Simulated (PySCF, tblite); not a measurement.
# C2H3Cl2O radical, a small gas-phase stand-in for a defect centre (C site with back bonds C, Cl, Cl): EPR parameters

Aim: the EPR parameters of `CC([O])(Cl)Cl`. It is drawn as: oxygen hole.

Computed with tblite 0.8.0 and PySCF 2.14.0; each step states its level. No surroundings beyond the atoms listed, unless a continuum is named. Atoms count from 0, parts from 1.

### 1 The system as given

8 atoms, charge 0, multiplicity 2; geometry: distance geometry start.

### 2 Geometry optimisation with GFN1-xTB

Job settings and geometry (Å):

```
{"job": {"kind": "relax", "xc": "GFN1-xTB", "basis": "xTB"}, "charge": 0, "multiplicity": 2}
C      0.662575     0.102072    -0.064290
C     -0.826459    -0.148824     0.127849
Cl     1.510566    -1.313834    -0.669370
Cl     0.928072     1.491433    -1.074042
O      1.243898     0.367884     1.199889
H     -1.312947     0.689175    -0.418050
H     -1.162618    -1.081690    -0.329676
H     -1.054961    -0.090845     1.223242
```

Method: GFN1-xTB geometry optimisation, gas phase.

Started as:

```bash
$ OMP_NUM_THREADS=1 python cluster_run.py task.json out
```

The driver reads the jobs from task.json and runs them one after another.

**Question.** The jobs that follow are: PBE0-D3(BJ)/def2-SVP geometry optimisation, gas phase; UKS B3LYP, IGLO-III on C Cl O, pcH-1 on H, non-relativistic, mean-field spin-orbit, GIAO; UKS BHandHLYP, IGLO-III on C Cl O, pcH-1 on H, non-relativistic, mean-field spin-orbit, GIAO. Predict: point group; rotational constants (main isotopes); g(iso) (B3LYP); ⟨S²⟩; largest a(iso) (averaged by class); potential on the surface of density 0.002 e/bohr³, 1st and 99th percentile.

**Answer**, as computed:

```
                                                                  quantity                 value
                                                               point group                    Cs
                                      rotational constants (main isotopes)  3.96, 2.60, 2.14 GHz
                                                            g(iso) (B3LYP)               2.01908
                                                                      ⟨S²⟩    0.754 (exact 0.75)
                                        largest a(iso) (averaged by class)   13C on C1, 70.4 MHz
potential on the surface of density 0.002 e/bohr³, 1st and 99th percentile    -0.69 V and 1.28 V
```

**Reading.** The start of the PBE0/def2-SVP relaxation was shaken at random by about 0.01 Å, so part of the energy gained, and of the first lengths quoted, undoes that. Relaxing lowered the energy by 0.331 eV in 6 steps; the close pair that moved most is C0–O4, from 1.211 to 1.303 Å (PBE0/def2-SVP). No frequency check was run at this level, so the end point may be a saddle. O4 carries the largest spin population, 0.85 e. The isotropic g lies 16.8 ppt above the free-electron value. These values are not to be trusted: the run shows nearly degenerate orbitals, where second-order g theory doesn't apply.
